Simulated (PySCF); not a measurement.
Gas-phase reaction: 4 SiH3 + 3 SiF2 → 6 SiH2F + Si

Computed with PySCF (xtb for GFN2) and rigid-rotor harmonic-oscillator thermochemistry at 1 bar. † marks an energy on the PBE0/def2-TZVP geometry and frequencies; other levels use their own. 6-31G* has spherical d functions here. Open shells (unrestricted): SiH3 (multiplicity 2), SiH2F (multiplicity 2), Si (multiplicity 3, electronic degeneracy 9); the rest are closed-shell singlets. GFN2 has no spin-polarisation term. Spin-orbit splitting is ignored; it lowers the true energy and changes the entropy of Si. B3LYP is the form with VWN-RPA correlation. SiH2F: computed as isolated molecules; such fragments, hydroxides, amides, oligomers or adducts are transient or little studied in the gas. The harmonic model lacks anharmonicity and excited electronic states, which grow with temperature; levels with a mode under 35 cm⁻¹ are left out.

```tsv
level	ΔE electronic, kJ	ΔH°(298 K), kJ	ΔS°(298 K), J/K	ΔG°(600 K), kJ
B3LYP/6-31G*	469	481	28	465
BLYP/def2-TZVP†	462	474	29	457
GFN2-xTB	342	351	36	330
HF/6-31G*	286	301	30	284
PBE0/def2-QZVP†	413	425	29	408
PBE0/def2-SVP†	433	444	29	427
PBE0/def2-TZVP	415	426	29	409
LDA/def2-TZVP†	497	509	29	492
ωB97M-V/def2-TZVP†	502	514	29	497
```
ΔH° is lowest at HF/6-31G* and highest at ωB97M-V/def2-TZVP†. No reference value is set beside these.
